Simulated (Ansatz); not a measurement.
# BFH3N: the cost of one run

Program: Ansatz 0.2.0. Level of theory: RKS B3LYP-D4/def2-SVP. These are calculated values, not measurements.

## 1. The structure to begin with

Bond lengths: B1–H2 1.190 Å, B1–F3 1.320 Å, B1–N4 1.550 Å, N4–H5 1.060 Å, N4–H6 1.060 Å. Angles: H2–B1–F3 120.0°, H2–B1–N4 120.0°, F3–B1–N4 120.0°, B1–N4–H5 120.0°, B1–N4–H6 120.0°, H5–N4–H6 120.0°.

Coordinates:

```xyz
6

B     0.0000    0.0000    0.0000
H     0.0000    0.0000    1.1900
F     1.1431    0.0000   -0.6600
N    -1.3423    0.0000   -0.7750
H    -2.0112   -0.8164   -0.6764
H    -1.5914    0.8164   -1.4036
```

## 2. Relaxing the start

Contents of input.yaml:

```yaml
crystal:
  periodic: [false, false, false]
  atoms:
    - { symbol: B, position_ang: [0.0, 0.0, 0.0] }
    - { symbol: H, position_ang: [0.0, 0.0, 1.19] }
    - { symbol: F, position_ang: [1.1431, 0.0, -0.66] }
    - { symbol: "N", position_ang: [-1.3423, 0.0, -0.775] }
    - { symbol: H, position_ang: [-2.0112, -0.8164, -0.6764] }
    - { symbol: H, position_ang: [-1.5914, 0.8164, -1.4036] }
basis:
  gaussian: { orbitals: def2-SVP }
hamiltonian:
  xc: b3lyp
  dispersion: d4
relax:
  f_tol: 0.02
  max_steps: 40
```

The run is started by

```sh
ansatz run input.yaml --threads 1 --pin off --max-ram 2048MiB --backend cpu --events-out ev --progress --plain --runs-dir out
```

Q: Estimate wall time and peak memory on 1 thread of Arm Neoverse V2, shared host.

About 8.5 s, with a peak of 0.12 GiB.
